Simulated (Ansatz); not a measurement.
# BH₄ (doublet): wave-function methods side by side at distance B1–H4 along a hydrogen transfer = 1.194 Å, cc-pVDZ

Aim: climb from Hartree-Fock through coupled cluster and multireference methods for BH₄ (doublet) at one geometry and basis, and see what each rung misses.

The runs use Ansatz 0.2.0, Gaussian basis; cc-pVDZ, core rule «outside noble gas», up to 1 orbitals frozen.

Plan: UHF; CCSD(T) on ROHF; CCSD(T) on UHF; BCCD(T) on ROHF; CISD; CCSDT(Q) on ROHF; CCSDT(Q) on UHF; CCSDTQ on ROHF; CCSDTQ on UHF; CASSCF and MRCISD+Q, 3 electrons in 3 orbitals; CASSCF and NEVPT2, 3 electrons in 3 orbitals; Full CI.

4 further runs of the same task are left out: 4 for a known fault of the program.

## 1. The system

The geometry derives from fragments relaxed apart (PBE0/def2-TZVP) and kept rigid, so it is no stationary point. A hydrogen atom is moved between rigid fragments.

5 atoms, charge 0, spin multiplicity 2.

Atoms are counted from 1 here; the program's logs count them from 0.

Bond lengths: B1–H2 1.193 Å, B1–H3 1.193 Å, B1–H4 1.193 Å. Angles: H2–B1–H3 120.0°, H2–B1–H4 120.0°, H3–B1–H4 120.0°.

## 2. UHF

in.yaml reads:

```yaml
crystal:
  periodic: [false, false, false]
  atoms:
    - {symbol: B, position_ang: [-0.166306, 0.000000, 0.000000]}
    - {symbol: H, position_ang: [-0.763040, 1.033571, 0.000000]}
    - {symbol: H, position_ang: [-0.763040, -1.033571, 0.000000]}
    - {symbol: H, position_ang: [1.027159, 0.000000, 0.000000]}
    - {symbol: H, position_ang: [2.282694, 0.000000, 0.000000]}
basis:
  gaussian: {orbitals: cc-pVDZ}
magnetization: {spin_polarized: true, initial_magnetization: 1}
hamiltonian: {xc: hf}
output: {orbitals: {seedname: orbitals}}
```

The run is started by

```
$ ansatz run in.yaml --threads 1 --pin off --events-out ev --progress --plain --max-ram 2816MiB --backend cpu
```

After this run come: CCSD(T) on ROHF; CCSD(T) on UHF; BCCD(T) on ROHF; CISD; CCSDT(Q) on ROHF; CCSDT(Q) on UHF; CCSDTQ on ROHF; CCSDTQ on UHF; CASSCF and MRCISD+Q, 3 electrons in 3 orbitals; CASSCF and NEVPT2, 3 electrons in 3 orbitals; Full CI.

Q: Predict the results of all the runs planned. Wanted: FCI below the RHF energy; RMP2 from FCI; UMP2 from FCI; RCCSD from FCI; RCCSD(T) from FCI; UCCSD(T) from FCI; RCCSDT(Q) from FCI; UCCSDT(Q) from FCI; NEVPT2 pair from FCI.

**Answer**, as computed:

```
                         quantity                                                                                value
         FCI below the RHF energy                                                                           -3.4636 eV
                    RMP2 from FCI                                                                      +17.78 kcal/mol
                    UMP2 from FCI                                                                      +17.61 kcal/mol
                   RCCSD from FCI                                                                       +1.45 kcal/mol
                RCCSD(T) from FCI                                                                       +0.31 kcal/mol
                UCCSD(T) from FCI                                                                       +0.30 kcal/mol
               RCCSDT(Q) from FCI                                                                       +0.01 kcal/mol
               UCCSDT(Q) from FCI                                                                       +0.01 kcal/mol
             NEVPT2 pair from FCI                                                                      +17.65 kcal/mol
levels within 1 kcal/mol (43 meV)  RCCSD(T), UCCSD(T), BCCD(T), RCCSDT, UCCSDT, RCCSDT(Q), UCCSDT(Q), RCCSDTQ, UCCSDTQ
                    T1 diagnostic                                                                                0.018
   effectively unpaired electrons                                                                                 1.03
```

RCCSD(T) misses by +0.31 kcal/mol, 0.4 % of the correlation energy. One determinant dominates. These misses are within one basis, not against nature; the frozen cores of restricted and unrestricted runs differ, which can shift their rows.
